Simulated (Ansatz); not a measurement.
Black phosphorus, treated with r²SCAN+rVV10 in Ansatz (PAW).

Settings: plane-wave cutoff 560 eV, 10×10×8 k mesh (along the axes of the cell as run), Fermi–Dirac smearing 0.01 eV, scalar-relativistic PAW data made under PBE.

Properties against volume:

Shape and atoms are relaxed at each volume.

```tsv
V (Å³/atom)	P (GPa)	direct gap at Γ (eV)	c (Å)	a (Å)
18.917	1.21	2.204	4.382	3.300
19.311	0.56	2.133	4.425	3.301
19.705	0.00	2.067	4.466	3.302
20.099	-0.44	2.010	4.504	3.303
20.493	-0.83	1.954	4.538	3.304
```

The fundamental gap (0.03 eV at the equilibrium volume, with added k points) lies elsewhere than Γ–Γ.

Note: the bulk modulus comes from volumes at which shape and atoms were relaxed.

Ansatz is a first-principles code.
